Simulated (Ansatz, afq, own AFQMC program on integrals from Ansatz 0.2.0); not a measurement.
## Where AFQMC and coupled cluster stand for SiH$_{2}$O, triplet

```xyz
4

Si    0.0000   -0.1186    0.6062
O     0.0000    0.1621   -1.0273
H     0.0000    1.3666    0.9807
H     0.0000   -0.6354   -1.5633
```

Connectivity, by distances: SiH–OH.

Basis cc-pVDZ. Noble-gas cores (and the filled d shells of Ga–Kr and In–Xe) are frozen. Integrals, coupled cluster, full CI and functionals: Ansatz 0.2.0; the random walks run on the same integrals in our own AFQMC program. ph-AFQMC/CISD is guided by a CISD state made of CCSD amplitudes; releasing the constraint for a short imaginary time cuts its bias at the price of noise, slowly where states lie close. Free projection: walkers drawn from exp(T), propagated without any constraint. Its projection time is finite, and what remains of the start isn't in its error. Uncertainties: one standard error, sampling alone.

Determinant: UHF, the one that the program's search chose, which needn't be the lowest solution. The geometry is a PBE0/def2-TZVP stationary point of this or a neighbouring charge and spin state.

No full CI on the walks' own integrals is used here; CCSDT(Q) serves as the reference and is uncertain by about the last step of the cluster series.

Cautions: another spin lies lower (by 2.04 eV).

```
T1 diagnostic                               : 0.0208
weight of the determinant in the CISD state : 0.896
⟨S²⟩ of the determinant                     : 2.007
size of the correlated space                : 12 electrons in 36 orbitals
```

Reference: CCSDT(Q), correlation energy -7.707 eV. The released energy is read at 2.40 1/Eh (meV from the phaseless value at times in 1/Eh: 1 ± 3 at 0.24, -2.5 ± 2.5 at 0.51, -3 ± 4 at 0.99, -8 ± 6 at 1.62, -9 ± 6 at 2.40).

```json
{"level": "HF", "E − E(reference) (kJ/mol)": "743.6", "share of correlation (%)": "0.00"}
{"level": "MP2", "E − E(reference) (kJ/mol)": "72.3", "share of correlation (%)": "90.27"}
{"level": "CCSD", "E − E(reference) (kJ/mol)": "20.7", "share of correlation (%)": "97.21"}
{"level": "CCSD(T)", "E − E(reference) (kJ/mol)": "3.8", "share of correlation (%)": "99.49"}
{"level": "CCSDT", "E − E(reference) (kJ/mol)": "1.9", "share of correlation (%)": "99.75"}
{"level": "ph-AFQMC/HF", "E − E(reference) (kJ/mol)": "-2.8 ± 2.7", "share of correlation (%)": "100.37"}
{"level": "ph-AFQMC/CISD", "E − E(reference) (kJ/mol)": "0.7 ± 0.3", "share of correlation (%)": "99.91"}
{"level": "released AFQMC", "E − E(reference) (kJ/mol)": "-0.2 ± 0.6", "share of correlation (%)": "100.02"}
{"level": "free AFQMC", "E − E(reference) (kJ/mol)": "0.5 ± 0.4", "share of correlation (%)": "99.93"}
```

Free projections are given only where their last times agree within the noise and don't stop above the reference; a slow remainder of the start can still hide under it. A walk keeps the symmetry of its determinant, which the program's search chose and which needn't be the lowest solution, so a lower state of the same spin and another symmetry isn't excluded. Released energies are given only where the last usable release times agree within the noise; a slower fall can still hide under it.
